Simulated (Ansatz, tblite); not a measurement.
**BH2(NH2) (BNH4): charged states by level of theory**

One table from this session's results is given with a row withheld; the runs are named, their logs left out.

The runs use Ansatz 0.2.0, Gaussian basis; as each input shows.

Levels to be run: charge +1 doublet, at the geometry of the singlet (PBE0-D4/def2-TZVP, PBE-D4/def2-TZVP, r2SCAN-D4/def2-TZVP, CCSD(T)/def2-TZVPP); the starting singlet's energies come from earlier runs.

### The geometry

The singlet was relaxed beforehand with PBE-D4/def2-TZVP.

6 atoms, charge 0, spin multiplicity 1.

Atoms are counted from 1 here; the program's logs count them from 0.

Bond lengths: B1–H2 1.203 Å, B1–H3 1.203 Å, B1–N4 1.393 Å, N4–H5 1.015 Å, N4–H6 1.015 Å. Angles: H2–B1–H3 122.3°, H2–B1–N4 118.9°, H3–B1–N4 118.9°, B1–N4–H5 123.4°, B1–N4–H6 123.4°, H5–N4–H6 113.3°.

The first run:

The input, in.yaml:

```yaml
crystal:
  periodic: [false, false, false]
  atoms:
    - {symbol: B, position_ang: [0.343935, 0.596956, 0.003713]}
    - {symbol: H, position_ang: [1.357875, 0.678712, 0.645582]}
    - {symbol: H, position_ang: [-0.090304, 1.521120, -0.631980]}
    - {symbol: N, position_ang: [-0.351443, -0.609876, -0.003772]}
    - {symbol: H, position_ang: [-1.212680, -0.754598, -0.520827]}
    - {symbol: H, position_ang: [-0.047394, -1.432305, 0.507293]}
basis:
  gaussian: {orbitals: def2-TZVP}
total_charge: 1
magnetization: {spin_polarized: true, initial_magnetization: 1}
hamiltonian: {xc: pbe0, dispersion: d4}
output: {orbitals: {seedname: orbitals}}
```

On the command line:

```bash
$ ansatz run in.yaml --threads 4 --pin off --events-out ev --progress --plain --max-ram 3916MiB
```

Steps of the session up to this table: Charge +1 doublet at the fixed geometry, PBE0-D4/def2-TZVP; Charge +1 doublet at the fixed geometry, PBE-D4/def2-TZVP; Charge +1 doublet at the fixed geometry, r2SCAN-D4/def2-TZVP; Charge +1 doublet at the fixed geometry, CCSD(T)/def2-TZVPP.

One of the session's tables, all rows but one given; the rest of the session is left out.

```
             method  vertical ionisation energy (eV)
      HF/def2-TZVPP                             9.61
   PBE-D4/def2-TZVP                            11.21
r2SCAN-D4/def2-TZVP                            11.20
  PBE0-D4/def2-TZVP                            11.26
     MP2/def2-TZVPP                            11.38
    CCSD/def2-TZVPP                                ?
 CCSD(T)/def2-TZVPP                            11.27
```

Q: Estimate the row for CCSD/def2-TZVPP from the others.

As computed: vertical ionisation energy (eV): 11.14. In the column «vertical ionisation energy (eV)» it lies between HF/def2-TZVPP (9.61) and r2SCAN-D4/def2-TZVP (11.20).
